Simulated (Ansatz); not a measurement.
Computed with Ansatz on PBE0-D4/def2-TZVP structures; ΔE is electronic, products minus reactants. CCSD(T)/CBS adds triple-zeta CCSD(T) − MP2 to the extrapolated MP2 energy (def2 sets, frozen cores). Functionals use def2-TZVPP.

`C=CC` → `C1CC1`  (isomerisation)

```tsv
level	ΔE (kcal/mol)
PBE-QIDH	3.2
PBE0	3.7
```

(1) What does CCSD(T)/CBS give? (An estimate is asked.)

Largest T1 diagnostic among the species: 0.010.

Answers

(1) Ansatz gave: +7.8 kcal/mol. The listed levels differ from it by -4.6, -4.1 kcal/mol.

From BLYP to BHLYP (50 % exact exchange), in def2-TZVPP and without D4, ΔE moves by −3.0 kcal/mol. In def2-TZVPP, CCSD(T) changes the Hartree–Fock value by −2.3 kcal/mol (the triples alone add +0.3 kcal/mol) and MP2 by −4.9 kcal/mol.
